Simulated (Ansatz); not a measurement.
Task: a ranking of conformers of C₆H₆, SMILES C#CCCC#C, with Ansatz 0.2.0, Python API. Give the script and its output. Level of theory (for the species named): B3LYP, 6-31G* basis, multiplicity 1, D4 dispersion.

Script `run_conformers.py`:
```python
from dataclasses import dataclass

import ansatz as az
from rdkit import Chem
from rdkit.Chem import AllChem


@dataclass(frozen=True)
class Settings:
    basis: str = "6-31G*"
    functional: str = "b3lyp"
    vdw: str = "d4"


settings = Settings()

rd = Chem.AddHs(Chem.MolFromSmiles("C#CCCC#C"))
ids = list(AllChem.EmbedMultipleConfs(rd, numConfs=20, randomSeed=370, pruneRmsThresh=0.4))
field = [energy for _, energy in AllChem.MMFFOptimizeMoleculeConfs(rd)]
distinct = {round(e, 2): i for i, e in zip(ids, field)}
chosen = sorted(distinct.items())[:3]
found = []
for force_field, index in chosen:
    system = az.Crystal.molecule()
    for atom, xyz in zip(rd.GetAtoms(), rd.GetConformer(index).GetPositions()):
        system = system.atom(atom.GetSymbol(), xyz.round(5).tolist())
    calculation = system.calculation()
    calculation = calculation.basis(gaussian=settings.basis)
    calculation = calculation.functional(settings.functional, dispersion=settings.vdw)
    found.append(calculation.run().report["free_energy_ev"])
print("conformer   MMFF (kcal/mol)   this level (eV)")
for (force_field, index), e in zip(chosen, found):
    print(f"{index:9d} {force_field - chosen[0][0]:17.2f} {(e - min(found)):17.3f}")
```

Output of `python run_conformers.py`:
```text
conformer   MMFF (kcal/mol)   this level (eV)
        2              0.00             0.000
        1              0.69             0.039
```

What to keep in mind:
- The conformers keep their force-field geometries.
- b3lyp holds the VWN-RPA fit, as in Gaussian; the form of ORCA and Turbomole is b3lyp5.
- Finished in 5.4 s on 1 thread of Arm Neoverse V2 (shared host), peak memory 0.3 GiB.
